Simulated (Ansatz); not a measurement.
**Molecular dynamics, step by step**

CH4ClF (SMILES Cl.CF), closed shell, PBE0-D4/def2-SVP (Ansatz 0.2.0). Settings (timestep in fs, temperature in K; T counts 15 degrees of freedom):

```yaml
hamiltonian: {xc: pbe0, dispersion: d4}
md: {n_steps: 60, timestep: 0.5, temperature: 300, ensemble: nvt_nose_hoover, seed: 90, initial_velocities: maxwell_boltzmann}
```

Start (the SMILES describes the start alone):

```json
{"atom": "Cl1", "x (Å)": "0.1384", "y (Å)": "-0.1427", "z (Å)": "-2.8239"}
{"atom": "H2", "x (Å)": "-0.3107", "y (Å)": "-0.5669", "z (Å)": "-1.6935"}
{"atom": "C3", "x (Å)": "0.0702", "y (Å)": "0.1898", "z (Å)": "0.9405"}
{"atom": "F4", "x (Å)": "-0.6342", "y (Å)": "-0.7550", "z (Å)": "0.2053"}
{"atom": "H5", "x (Å)": "-0.6463", "y (Å)": "0.8150", "z (Å)": "1.4743"}
{"atom": "H6", "x (Å)": "0.6646", "y (Å)": "0.7941", "z (Å)": "0.2535"}
{"atom": "H7", "x (Å)": "0.7180", "y (Å)": "-0.3345", "z (Å)": "1.6438"}
```

```
step  time (fs)  potential energy less the start (meV)  kinetic energy (meV)  T (K)
   0       0.00                                    0.0                 193.9    300
   4       2.00                                   65.9                 129.4    200
   8       4.00                                   74.1                 120.9    187
  12       6.00                                   59.0                 135.5    210
  16       8.00                                  103.1                  92.6    143
  20      10.00                                   40.1                 154.5    239
  24      12.00                                   63.2                 132.2    205
  28      14.00                                   95.6                 100.2    155
  32      16.00                                   62.6                 132.7    205
  36      18.00                                  114.1                  82.2    127
  40      20.00                                   95.4                 100.9    156
  44      22.00                                   63.8                 132.4    205
  48      24.00                                  103.7                  93.9    145
  52      26.00                                   66.6                 130.6    202
  56      28.00                                   82.6                 115.4    179
  60      30.00                                   89.1                 109.8    170
```

Step 28, positions (Å) and forces (eV/Å):

```
atom       x       y       z      Fx      Fy      Fz
 Cl1   0.131  -0.137  -2.826   0.146   0.164  -0.355
  H2  -0.068  -0.500  -1.616  -0.220  -0.220   0.363
  C3   0.068   0.188   0.918  -0.629  -0.383   2.058
  F4  -0.631  -0.771   0.219   0.014   0.058   0.031
  H5  -0.630   0.989   1.286   0.351  -0.581  -0.324
  H6   0.787   0.634   0.255   0.795   0.328  -0.402
  H7   0.552  -0.296   1.847  -0.457   0.633  -1.371
```

Step 48, positions (Å) and forces (eV/Å):

```json
{"atom": "Cl1", "x": "0.128", "y": "-0.132", "z": "-2.825", "Fx": "0.137", "Fy": "0.161", "Fz": "-0.339"}
{"atom": "H2", "x": "-0.044", "y": "-0.535", "z": "-1.623", "Fx": "-0.216", "Fy": "-0.213", "Fz": "0.353"}
{"atom": "C3", "x": "0.062", "y": "0.191", "z": "0.899", "Fx": "-0.788", "Fy": "-0.479", "Fz": "2.509"}
{"atom": "F4", "x": "-0.623", "y": "-0.778", "z": "0.232", "Fx": "-0.138", "Fy": "-0.314", "Fz": "-0.607"}
{"atom": "H5", "x": "-0.632", "y": "1.043", "z": "1.111", "Fx": "0.489", "Fy": "-0.378", "Fz": "-0.047"}
{"atom": "H6", "x": "0.913", "y": "0.516", "z": "0.346", "Fx": "0.949", "Fy": "0.439", "Fz": "-0.863"}
{"atom": "H7", "x": "0.432", "y": "-0.278", "z": "1.879", "Fx": "-0.432", "Fy": "0.784", "Fz": "-1.006"}
```

Step 56, positions (Å) and forces (eV/Å):

```
atom       x       y       z      Fx      Fy      Fz
 Cl1   0.128  -0.130  -2.824   0.044  -0.041   0.192
  H2  -0.080  -0.578  -1.625  -0.110   0.008  -0.157
  C3   0.057   0.193   0.911   1.335   0.557  -1.142
  F4  -0.623  -0.785   0.229   0.140  -0.066  -0.126
  H5  -0.605   1.065   1.029   0.148   0.007   0.126
  H6   1.018   0.489   0.346  -1.400  -0.265   0.410
  H7   0.413  -0.198   1.856  -0.157  -0.199   0.696
```

Last step (60):

```json
{"atom": "Cl1", "x (Å)": "0.1277", "y (Å)": "-0.1285", "z (Å)": "-2.8242"}
{"atom": "H2", "x (Å)": "-0.1068", "y (Å)": "-0.6028", "z (Å)": "-1.6263"}
{"atom": "C3", "x (Å)": "0.0591", "y (Å)": "0.1963", "z (Å)": "0.9157"}
{"atom": "F4", "x (Å)": "-0.6228", "y (Å)": "-0.7892", "z (Å)": "0.2265"}
{"atom": "H5", "x (Å)": "-0.5757", "y (Å)": "1.0688", "z (Å)": "0.9934"}
{"atom": "H6", "x (Å)": "1.0113", "y (Å)": "0.4662", "z (Å)": "0.3581"}
{"atom": "H7", "x (Å)": "0.3882", "y (Å)": "-0.1558", "z (Å)": "1.8595"}
```

Hardware: 2 CPU threads, shared host. Wall time about 31 s.
